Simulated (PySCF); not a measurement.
Electronic absorption of hydrogen methyl disulfide

Species: hydrogen methyl disulfide, CH₄S₂.
Numbering: `[CH3:1][S:2][SH:3]` (hydrogens: H4, H5, H6 on C1; H7 on S3)

Method: TDDFT CAM-B3LYP/aug-cc-pVTZ, vertical, gas phase, core orbitals frozen in the response (PySCF 2.14.0, density-fitted response routines). The structure is a single PBE0-D3(BJ)/def2-TZVP conformer in the gas phase; no vibrational or solvent corrections. Torsions of this conformer, `[CH3:1][S:2][SH:3]`: H–S3–S2–C1 88°.

```json
{"state": "S1", "E (eV)": "4.79", "ν̃ (cm⁻¹)": "38660", "f": "0.0062", "|μ| (D)": "0.58", "main configurations (H = HOMO, L = LUMO)": "H→L+1 (78%), H→L+2 (9%)"}
{"state": "S2", "E (eV)": "5.17", "ν̃ (cm⁻¹)": "41690", "f": "0.0059", "|μ| (D)": "0.55", "main configurations (H = HOMO, L = LUMO)": "H-1→L+1 (70%), H-1→L+2 (16%)"}
{"state": "S3", "E (eV)": "5.76", "ν̃ (cm⁻¹)": "46420", "f": "0.0061", "|μ| (D)": "0.53", "main configurations (H = HOMO, L = LUMO)": "H→L (67%), H→L+2 (10%)"}
{"state": "S4", "E (eV)": "5.96", "ν̃ (cm⁻¹)": "48080", "f": "0.018", "|μ| (D)": "0.89", "main configurations (H = HOMO, L = LUMO)": "H-1→L (54%), H-1→L+2 (12%), H→L (9%)"}
{"state": "S5", "E (eV)": "6.20", "ν̃ (cm⁻¹)": "50020", "f": "0.0027", "|μ| (D)": "0.34", "main configurations (H = HOMO, L = LUMO)": "H→L+2 (45%), H→L+9 (13%), H→L+5 (12%)"}
{"state": "S6", "E (eV)": "6.74", "ν̃ (cm⁻¹)": "54340", "f": "0.022", "|μ| (D)": "0.93", "main configurations (H = HOMO, L = LUMO)": "H→L+4 (22%), H→L+5 (22%), H→L+3 (17%)"}
{"state": "S7", "E (eV)": "6.99", "ν̃ (cm⁻¹)": "56410", "f": "0.038", "|μ| (D)": "1.19", "main configurations (H = HOMO, L = LUMO)": "H→L+4 (37%), H→L+3 (36%)"}
{"state": "S8", "E (eV)": "7.03", "ν̃ (cm⁻¹)": "56670", "f": "0.030", "|μ| (D)": "1.07", "main configurations (H = HOMO, L = LUMO)": "H-1→L+2 (37%), H-1→L (22%), H→L+3 (10%)"}
{"state": "S9", "E (eV)": "7.20", "ν̃ (cm⁻¹)": "58050", "f": "0.0037", "|μ| (D)": "0.37", "main configurations (H = HOMO, L = LUMO)": "H→L+4 (19%), H→L+5 (19%), H→L+3 (14%)"}
{"state": "S10", "E (eV)": "7.30", "ν̃ (cm⁻¹)": "58910", "f": "0.017", "|μ| (D)": "0.78", "main configurations (H = HOMO, L = LUMO)": "H-1→L+5 (32%), H-1→L+3 (30%)"}
```

Triplets (Tamm–Dancoff): T1 4.13 eV, H→L+1 (72%), H→L+2 (10%); T2 4.52 eV, H-1→L+1 (70%), H-1→L+2 (14%); T3 5.45 eV, H→L (43%), H-1→L (15%), H→L+6 (9%); T4 5.59 eV, H-1→L (31%), H→L (24%), H-1→L+6 (9%).

The lowest singlet comes at 259 nm (462 kJ/mol) in the ultraviolet; it is weak; its leading configuration is HOMO→LUMO+1 (78%). The strongest level in the table is S7 at 6.99 eV (177 nm, f = 0.038). Löwdin shares by element: HOMO sulfur 77%, carbon 14%; LUMO hydrogen 88%. Orbital energies (eV): HOMO-3 -12.18, HOMO-2 -10.83, HOMO-1 -8.74, HOMO -8.30, LUMO 0.16, LUMO+1 0.21, LUMO+2 0.64. Of the 10 states listed, 5 reach f = 0.01 and none stays under 0.0005. The oscillator strengths of these states sum to 0.149; summed over the whole spectrum of an exact calculation they would give the number of electrons, 42 (Thomas–Reiche–Kuhn). The window holds the lowest 10 singlets.
